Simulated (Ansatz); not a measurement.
# CHAlO+ (quartet): the correlation ladder, cc-pVTZ

An exercise on one series of results from a longer session: the logs are not shown, and one member is left open.

Computed with Ansatz 0.2.0, Gaussian basis. Level: cc-pVTZ, core rule «outside noble gas», up to 7 orbitals frozen.

To be run: UHF; CCSD(T) on ROHF; CCSD(T) on UHF; BCCD(T) on ROHF; CCSDT(Q) on ROHF; CCSDT(Q) on UHF.

7 further runs of the same task are left out: 1 for a known fault of the program, 6 set aside as unsound or not needed.

## What is computed

The geometry is a PBE0/def2-TZVP stationary point (not a proven minimum) of the parent state, kept for this charge and spin.

4 atoms, charge 1, spin multiplicity 4.

Atoms are counted from 1 here; the program's logs count them from 0.

Bond lengths: C1–Al2 1.857 Å, C1–H4 1.080 Å, Al2–O3 1.597 Å. Angles: Al2–C1–H4 180.0°, C1–Al2–O3 180.0°.

Set-up of the first run:

in.yaml reads:

```yaml
crystal:
  periodic: [false, false, false]
  atoms:
    - {symbol: C, position_ang: [0.000000, 0.000000, 1.057693]}
    - {symbol: Al, position_ang: [0.000000, 0.000000, -0.799174]}
    - {symbol: O, position_ang: [0.000000, 0.000000, -2.396024]}
    - {symbol: H, position_ang: [0.000000, 0.000000, 2.137505]}
basis:
  gaussian: {orbitals: cc-pVTZ}
total_charge: 1
magnetization: {spin_polarized: true, initial_magnetization: 3}
hamiltonian: {xc: hf}
output: {orbitals: {seedname: orbitals}}
```

Command:

```console
> ansatz run in.yaml --threads 1 --pin off --events-out ev --progress --plain --max-ram 4096MiB --backend cpu
```

Steps of the session up to this table: UHF; CCSD(T) on ROHF; CCSD(T) on UHF; BCCD(T) on ROHF; CCSDT(Q) on ROHF; CCSDT(Q) on UHF.

One table of the session follows, with a row left open; its other results are not shown here.

```
   method  from UCCSDT(Q) (meV)
     ROHF              +10485.4
      UHF              +10170.8
     RMP2               +1169.6
     UMP2               +1196.8
    RCCSD                +371.9
    UCCSD                +363.6
 RCCSD(T)                 +48.4
 UCCSD(T)                 +46.7
  BCCD(T)                 +48.4
   RCCSDT                 +16.6
   UCCSDT                     ?
RCCSDT(Q)                  +4.5
UCCSDT(Q)                     0
```

**Question.** Estimate the row for UCCSDT.

The run gave: from UCCSDT(Q) (meV): +13.7. In the column «from UCCSDT(Q) (meV)» it lies between RCCSDT(Q) (+4.5) and RCCSDT (+16.6).

Limits of these values: Restricted and unrestricted rows rest on different reference determinants; where their highest levels disagree by more than a few hundredths of an eV, they describe different states and don't form one ladder.
